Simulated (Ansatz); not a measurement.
# B₂ (triplet): wave-function methods side by side at distance B1–B2 = 5.287 Å, cc-pVDZ

An exercise on one series of results from a longer session: the logs are not shown, and one member is left open.

The runs use Ansatz 0.2.0, Gaussian basis; cc-pVDZ, core rule «outside noble gas», up to 2 orbitals frozen.

To be run: UHF; CCSD(T) on ROHF; CCSD(T) on UHF; BCCD(T) on ROHF; CISD; CCSDT(Q) on ROHF; CCSDT(Q) on UHF; CISDTQ; CASSCF and MRCISD+Q, 4 electrons in 4 orbitals; CASSCF and NEVPT2, 4 electrons in 4 orbitals; CASSCF and MRCISD+Q, 6 electrons in 8 orbitals; CASSCF and NEVPT2, 6 electrons in 8 orbitals; Full CI.

16 further runs of the same task are left out: 8 that didn't finish, 8 set aside as unsound or not needed.

**The geometry**

The geometry derives from a PBE0/def2-TZVP stationary point (not a proven minimum). One bond is set to the value named and the two fragments are kept rigid.

2 atoms, charge 0, spin multiplicity 3.

Atoms are counted from 1 here; the program's logs count them from 0.

No contacts short enough for the rule that draws bonds.

Coordinates:

```
B     0.0000    0.0000    0.0000
B     0.0000    0.0000    5.2870
```

Set-up of the first run:

Input file in.yaml:

```yaml
crystal:
  periodic: [false, false, false]
  atoms:
    - {symbol: B, position_ang: [0.000000, 0.000000, 0.000000]}
    - {symbol: B, position_ang: [0.000000, 0.000000, 5.287000]}
basis:
  gaussian: {orbitals: cc-pVDZ}
magnetization: {spin_polarized: true, initial_magnetization: 2}
hamiltonian: {xc: hf}
output: {orbitals: {seedname: orbitals}}
```

Run with:

```
$ ansatz run in.yaml --threads 1 --pin off --events-out ev --progress --plain --max-ram 2393MiB
```

Among the steps run: UHF; CCSD(T) on ROHF; CCSD(T) on UHF; BCCD(T) on ROHF; CISD; CCSDT(Q) on ROHF; CCSDT(Q) on UHF; CISDTQ; CASSCF and MRCISD+Q, 4 electrons in 4 orbitals; CASSCF and NEVPT2, 4 electrons in 4 orbitals; CASSCF and MRCISD+Q, 6 electrons in 8 orbitals; CASSCF and NEVPT2, 6 electrons in 8 orbitals; Full CI.

One table of the session follows, with a row left open; its other results are not shown here.

```
   method  from FCI (meV)
     ROHF         +3444.1
      UHF         +3260.9
     RMP2         +1281.5
     UMP2         +1271.9
     CISD          +274.1
    RCCSD           +73.0
    UCCSD           +68.0
 RCCSD(T)           +24.9
 UCCSD(T)           +24.0
  BCCD(T)               ?
   RCCSDT            +4.4
   UCCSDT            +3.9
   CISDTQ           +10.8
RCCSDT(Q)            +4.3
UCCSDT(Q)            +3.8
      FCI               0
```

Q: Estimate the row for BCCD(T) from the others.

As computed: from FCI (meV): +25.0. In the column «from FCI (meV)» it lies between RCCSD(T) (+24.9) and UCCSD (+68.0).

Left out of the table: CASSCF pair, NEVPT2 pair, MRCISD pair, MRCISD+Q pair, CASSCF valence, NEVPT2 valence, MRCISD valence, MRCISD+Q valence (the active space lost an orbital or holds another state than full CI finds).

Limits of these values: Levels on UHF freeze UHF's core orbitals, full CI those of ROHF, so the U rows can settle a little off it for that reason alone. Restricted and unrestricted rows rest on different reference determinants; where their highest levels disagree by more than a few hundredths of an eV, they describe different states and don't form one ladder. Warnings in the runs' records: passed over end.
